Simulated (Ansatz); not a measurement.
Write a Python script for the Python package of Ansatz (0.2.0) that makes a test of scalar relativity of LiP (charge +1). Level of theory (for the species named): B3LYP, cc-pVTZ basis, multiplicity 2.

```yaml
atoms:
  - { symbol: Li, position_ang: [0.0000, 0.0000, 0.0000] }
  - { symbol: P, position_ang: [0.0000, 0.0000, 2.4500] }
```

`lip_x2c.py`
```python
# -*- coding: utf-8 -*-
import ansatz as az
import numpy as np


def main():
    system = (
        az.Crystal.molecule()
        .atom("Li", (0.0, 0.0, 0.0))
        .atom("P", (0.0, 0.0, 2.45))
    )

    job = (
        system.calculation()
        .functional("b3lyp")
        .charge(1)
        .spin("collinear", total=1)
        .accuracy("medium")
        .forces()
    )
    sets = {"none": "cc-pVTZ", "scalar": "cc-pVTZ-DK"}
    found = {kind: job.basis(gaussian=basis).pseudopotentials(relativity=kind).run().report for kind, basis in sets.items()}
    for kind, each in found.items():
        dipole = 4.803205 * np.linalg.norm(each["charge_distribution"]["dipole_moment_e_ang"])
        print(f"{kind:7s} E = {each['free_energy_ev']:.4f} eV  dipole {dipole:.3f} D  largest force {np.abs(each['forces_ev_ang']).max():.4f} eV/A")
    print(f"relativity lowers the total energy by {found['none']['free_energy_ev'] - found['scalar']['free_energy_ev']:.3f} eV")


if __name__ == "__main__":
    main()
```

```console
$ python lip_x2c.py
none    E = -9485.1229 eV  dipole 7.217 D  largest force 0.4011 eV/A
scalar  E = -9507.5348 eV  dipole 7.220 D  largest force 0.4005 eV/A
relativity lowers the total energy by 22.412 eV
```

Notes:
- The settings weren't tested for convergence.
- The geometry is a force-field or estimated start, not a minimum of this method. The basis set changes with the Hamiltonian (a set recontracted for scalar relativity), and most of the change in the total lies in the cores.
- The species is open-shell (spin multiplicity 2).
- The expectation value of S² is noticeably off S(S+1) in at least one run, so that state is spin-contaminated.
- An ion's dipole depends on the origin; the program takes it about the centre of nuclear charge.
- b3lyp holds the VWN-RPA fit, as in Gaussian; the form of ORCA and Turbomole is b3lyp5.
- The spin state was assumed, and another may lie lower.
- Run time: 24 s on 1 thread of Arm Neoverse V1, with other jobs on the host, peak memory 0.21 GiB.

(A comment or docstring line of the script was reworded after the run, the code is as it ran; lines on the test bed's own set-up are left out of the output.)
